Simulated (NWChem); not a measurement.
The numbers come from NWChem runs, not from measurements. System: CH₂, charge 0, spin multiplicity 1, at a geometry optimised with B3LYP/def2-SVP. The structure started from a generated list of species. Level: MP2/cc-pVQZ, 1 core orbitals frozen.

Job file:

```
start mol
memory heap 200 mb stack 900 mb global 1100 mb
geometry units angstroms nocenter noautoz
  C      0.000000     0.000000     0.179936
  H      0.862169     0.000000    -0.539807
  H     -0.862169     0.000000    -0.539807
  symmetry group C2v
end
basis spherical
  * library cc-pvqz
end
scf
  rhf
  nopen 0
  maxiter 100
  thresh 1e-7
  semidirect memsize 60000000 filesize 0
end
mp2
  freeze core 1
end
task mp2 energy
```

Part of the output:

```
             Northwest Computational Chemistry Package (NWChem) 7.3.0
             --------------------------------------------------------

                                NWChem Input Module
                                -------------------

 Scaling coordinates for geometry "geometry" by  1.889725989
 (inverse scale =  0.529177249)

 Turning off AUTOSYM since
 SYMMETRY directive was detected!

                             Geometry "geometry" -> ""
                             -------------------------

 Output coordinates in angstroms (scale by  1.889725989 to convert to a.u.)

  No.       Tag          Charge          X              Y              Z
 ---- ---------------- ---------- -------------- -------------- --------------
    1 C                    6.0000     0.00000000     0.00000000     0.17993600
    2 H                    1.0000     0.86216900     0.00000000    -0.53980700
    3 H                    1.0000    -0.86216900     0.00000000    -0.53980700

 Effective nuclear repulsion energy (a.u.)       5.9609673148

            Nuclear Dipole moment (a.u.)
            ----------------------------
        X                 Y               Z
 ---------------- ---------------- ----------------
     0.0000000000     0.0000000000     0.0000037795

      Symmetry information
      --------------------

 Group name             C2v
 Group number             16
 Group order               4
 No. of unique centers     2

      Symmetry unique atoms

     1    2


 Summary of "ao basis" -> "" (spherical)
 ------------------------------------------------------------------------------
       Tag                 Description            Shells   Functions and Types
 ---------------- ------------------------------  ------  ---------------------
 *                          cc-pvqz                   on all atoms

 Summary of "ao basis" -> "ao basis" (spherical)
 ------------------------------------------------------------------------------
       Tag                 Description            Shells   Functions and Types
 ---------------- ------------------------------  ------  ---------------------
[...]
     1   1 0 0     -0.000000      0.000000      0.000000
     1   0 1 0      0.000000      0.000000      0.000000
     1   0 0 1     -0.742664      0.000000      0.000004

     2   2 0 0     -5.373779      0.000000      5.308997
     2   1 1 0      0.000000      0.000000      0.000000
     2   1 0 1     -0.000000      0.000000      0.000000
     2   0 2 0     -4.757625      0.000000      0.000000
     2   0 1 1      0.000000      0.000000      0.000000
     2   0 0 2     -7.105151      0.000000      2.774878

                   NWChem MP2 Semi-direct Energy/Gradient Module
                   ---------------------------------------------

  Basis functions       =    115
  Molecular orbitals    =    115
  Frozen core           =      1
  Frozen virtuals       =      0
  Active alpha occupied =      3
  Active beta occupied  =      3
  Active alpha virtual  =    111
  Active beta virtual   =    111
  Use MO symmetry       = T
  Use skeleton AO sym   = T

  AO/Fock/Back tols     =   1.0D-09  1.0D-09  1.0D-09

 GA uses MA = F    GA memory limited = T

 Available:
  local mem=  1.26D+08
 global mem=  1.44D+08
 local disk=  0.00D+00
  mp2_memr nvloc                   111
  nvloc new                   111
   1 passes of   3:        7340032                      54491                   7574459.
   1 passes of   3: M    126152470           G      144152750           F     118812438.

 Semi-direct pass number   1 of   1  for RHF alpha+beta  at        2.6s
  vrange nnbf                  6670
  mp2_eaftype                    28  avail_ma_in_mb                  1099
 EAF : mp2_eaftype filesize          28    3787229.
  mp2_eaf for mointskh                     28
Node 0 wrote     17.8 Mb in      0.0 s     Agg I/O rate:  2022.1 Mb/s
 Done moints_semi at        8.1s
  mp2_eaftype                    28  avail_ma_in_mb                  1071
 EAF : mp2_eaftype filesize          28    3787229.
  mp2_eaf for kh                    28
 Done maket at        8.2s
 Done multipass loop at        8.2s

          -------------------------------------------
          SCF energy                 -38.894271161656
          Correlation energy          -0.148548656877
          Singlet pairs               -0.116414949940
          Triplet pairs               -0.032133706937
          Total MP2 energy           -39.042819818533
          -------------------------------------------

          ---------------------------------------------------
                    Spin Component Scaled (SCS) MP2
          Same spin pairs                     -0.021422471291
          Same spin scaling factor             0.333333333333
          Opposite spin pairs                 -0.127126185586
          Opposite spin scaling fact.          1.200000000000
          SCS-MP2 correlation energy          -0.159692246467
          Total SCS-MP2 energy               -39.053963408122
          ---------------------------------------------------

 -----------------------
 Performance information
 -----------------------

 Timer overhead =  2.37D-07 seconds/call

               Nr. of calls         CPU time (s)                 Wall time (s)                GFlops
             ---------------    -------------------     ------------------------------   -------------------
Name         Min   Avg   Max    Min     Avg     Max     Min     Avg     Max   Mx/calls   Min     Max     Sum
mp2: moin     1     1     1    5.4     5.4     5.4      5.4     5.4     5.4     5.4      0.0     0.0     0.0
mp2: make     1     1     1   8.65E-2 8.65E-2 8.65E-2  8.65E-2 8.65E-2 8.65E-2 8.65E-2   0.0     0.0     0.0
mp2: tota     1     1     1    5.7     5.7     5.7      5.7     5.7     5.7     5.7      0.0     0.0     0.0

 The average no. of pstat calls per process was 3.00D+00
 with a timing overhead of 7.12D-07s

 Task  times  cpu:        8.1s     wall:        8.1s

 Total times  cpu:        8.2s     wall:        8.2s
```
